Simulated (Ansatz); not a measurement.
Basis-set extrapolation for C$_{3}$H$_{6}$F$_{2}$O, SMILES `COC(C)(F)F` (PBE0-D4/def2-TZVP geometry, frozen core, Ansatz 0.2.0). Multiplicity 1, RHF reference.

|  | def2-TZVPP | def2-QZVPP |
| --- | --- | --- |
| HF | -391.012138 | -391.029607 |
| MP2 correlation | -1.243266 | -1.344022 |
| CCSD(T) correlation | -1.319180 | not run |

Energies in hartree. Use E(X) = E(∞) + A·exp(−7.88·√X) for Hartree–Fock and E(X) = E(∞) + B·X^(−2.97) for correlation, with X = 3 and 4, and add CCSD(T) minus MP2 of the smaller set to the MP2 limit.

Question: What is the CCSD(T) energy at the basis-set limit?

Answer: HF limit: -391.029607 + (-0.017469) × 0.13774 = -391.03201. MP2 limit: -1.344022 + (-0.100756) × 0.74074 = -1.41866. Higher-order term: -1.319180 − (-1.243266) = -0.07591. Total: -392.52658 hartree, 512.7 kJ/mol below CCSD(T)/def2-TZVPP.
